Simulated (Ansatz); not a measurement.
Stepwise reaction of `ClBCl` with hydrogen, as a gas-phase model of exchange steps in deposition or etching. ΔE in kJ/mol; ΔG adds harmonic PBE0-D4 terms to CCSD(T)/CBS, at 1 bar.

Calculated with Ansatz (gas phase, PBE0-D4/def2-TZVP geometries, no zero-point term in ΔE). CBS: MP2 limit from def2 TZ/QZ plus the TZ coupled-cluster correction, frozen cores. This one scheme is used for every species. DFT in def2-TZVPP. B3LYP here is the variant with VWN-RPA as its local correlation; programs differ in this.

| step | reaction | PBE-D4 | B3LYP-D4 | ωB97M-V | CCSD(T)/CBS | ΔG(600 K) |
| --- | --- | --- | --- | --- | --- | --- |
| 2 | `BCl` + H₂ → BH₃ + HCl | 92.3 | 83.1 | 83.3 | 82.1 | 81.0 |

Task: Give the row of step 1, `ClBCl` + H₂ → `BCl` + HCl. (Best estimate.)

Result: The calculation gave: 
| step | reaction | PBE-D4 | B3LYP-D4 | ωB97M-V | CCSD(T)/CBS | ΔG(600 K) |
| --- | --- | --- | --- | --- | --- | --- |
| 1 | `ClBCl` + H₂ → `BCl` + HCl | 80.0 | 71.7 | 72.2 | 70.2 | 64.3 |

Task: By hand: ΔE of the 2 steps together at CCSD(T)/CBS.

Result: (70.2) + (82.1) = 152.3 kJ/mol, or 76.2 kJ/mol a step.

In ΔE each step is higher than the one before. All are uphill at CCSD(T)/CBS. ΔG lies between 64.3 and 81.0 kJ/mol a step. PBE-D4 differs from CCSD(T)/CBS by 9.8 to 10.2 kJ/mol a step. Isolated molecules leave out the surface, adducts and barriers. Largest T1 diagnostic: 0.012.
